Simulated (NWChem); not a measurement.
Exact exchange and the dipole moment of C3HN (cyanoacetylene)

C3HN has 5 atoms, charge 0, and is taken as a singlet. As SMILES, `C#CC#N`. Geometry: relaxed at PBE0-D4/def2-TZVP.

The dipole moment y, in D, basis def2-SVPD; a is the functional's share of exact exchange. Programs: NWChem 7.3.0.

| functional | program | a | y (D) |
| --- | --- | --- | --- |
| BLYP | NWChem | 0 | 3.80 |
| revPBE | NWChem | 0 | 3.75 |
| B3LYP | NWChem | 0.2 | 3.88 |
| PBE0 | NWChem | 0.25 | ? |
| BHLYP | NWChem | 0.5 | 4.00 |

**Question.** Fit y = c + s·a to the known rows and predict PBE0.

**Answer.** 
1. Means of the 4 rows: a = 0.1750, y = 3.857.
2. Σ(Δa)² = 0.1675, Σ(Δa·Δy) = 0.07575, so the slope is 0.07575/0.1675 = 0.45224.
3. Intercept: 3.857 − (0.45224) × 0.1750 = 3.778. The largest residual of the fit is 0.028.
4. PBE0: 3.778 + (0.45224) × 0.25 = 3.89 D.

The run gave 3.88 D, so the prediction is off by +0.01 D, within the scatter of the fit. More exact exchange makes the molecule more polar here. The measured value is 3.72 D (NIST CCCBDB).
